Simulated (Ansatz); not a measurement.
## One arrangement of a pair

The pair of OH⁻ (SMILES [OH-], atoms 1–2) and SiH3Cl (SMILES [SiH3]Cl, atoms 3–7), both closed shells, in one local arrangement (a lower one may exist), relaxed at PBE0-D4/def2-TZVPD:

O1  (0.358, -0.797, -1.062)
H2  (-0.205, -0.562, -1.804)
Si3  (-0.119, 0.205, 0.211)
Cl4  (1.601, -0.930, 1.498)
H5  (0.637, 1.450, 0.541)
H6  (-1.051, -0.281, 1.271)
H7  (-1.221, 0.915, -0.654)
(Å)

Program: Ansatz 0.2.0. Basis: def2-TZVPPD, with def2-QZVPPD for the basis limit. Cores are frozen in the correlated methods. B3LYP uses VWN-RPA correlation. Extrapolation: Hartree–Fock as exp(−7.88 √X), correlation as X^−2.97. Interaction energies count from these two fragments, frozen as in the pair, with the counterpoise correction; negative means bound.

**Question.** What is the interaction energy by CCSD(T) at an estimated basis limit (MP2 extrapolated from triple and quadruple zeta, plus CCSD(T) − MP2 in triple zeta)? (An estimate is asked for; the value comes from the calculation.)

**Answer.** The calculation gives: -558.2 kJ/mol. Hartree–Fock alone gives -596.4 kJ/mol at the basis limit. It counts from the two fragments frozen as in the pair.

The same quantity by other methods in triple zeta, and each one's difference from that estimate:
```json
{"method": "PBE-D4", "E_int (kJ/mol)": "-519.3", "difference": "38.9"}
{"method": "revPBE-D4", "E_int (kJ/mol)": "-515.3", "difference": "42.9"}
{"method": "BLYP-D4", "E_int (kJ/mol)": "-499.4", "difference": "58.7"}
{"method": "r2SCAN-D4", "E_int (kJ/mol)": "-558.0", "difference": "0.2"}
{"method": "B97M-V", "E_int (kJ/mol)": "-562.0", "difference": "-3.9"}
{"method": "PBE0-D4", "E_int (kJ/mol)": "-560.7", "difference": "-2.5"}
{"method": "B3LYP-D4", "E_int (kJ/mol)": "-537.5", "difference": "20.7"}
{"method": "HSE06-D4", "E_int (kJ/mol)": "-560.2", "difference": "-2.0"}
{"method": "wB97X-V", "E_int (kJ/mol)": "-564.7", "difference": "-6.5"}
{"method": "wB97M-V", "E_int (kJ/mol)": "-559.7", "difference": "-1.5"}
{"method": "B2PLYP", "E_int (kJ/mol)": "-535.7", "difference": "22.4"}
{"method": "HF", "E_int (kJ/mol)": "-593.2", "difference": "-35.0"}
{"method": "MP2", "E_int (kJ/mol)": "-547.7", "difference": "10.5"}
{"method": "CCSD", "E_int (kJ/mol)": "-552.3", "difference": "5.9"}
{"method": "CCSD(T)", "E_int (kJ/mol)": "-542.2", "difference": "15.9"}
```
Differences are method less estimate.

**Question.** Which atoms make the shortest contact between the fragments?

**Answer.** O1 and Si3, 1.69 Å apart.

Energy to bend the free fragments (PBE0-D4 minima) into their shapes in the pair, CCSD(T)/def2-TZVPPD: OH⁻ 0.1 kJ/mol; SiH3Cl 279.5 kJ/mol. This must be added to the interaction energy to get the binding energy from relaxed fragments.

Basis-set superposition shift (counterpoise-corrected less uncorrected): CCSD(T) 10.8; MP2 10.9; HF 0.6; PBE0-D4 1.4; wB97M-V 1.0 kJ/mol.

No T1 diagnostic of these runs exceeds 0.026.

For scale, one of the runs: CCSD(T)/def2-TZVPPD, 207 basis functions (an equivalent command: `ansatz run in.yaml --threads 2`). Hardware: 2 CPU threads, shared host. Wall time 55 s; peak host memory 2.6 GiB.
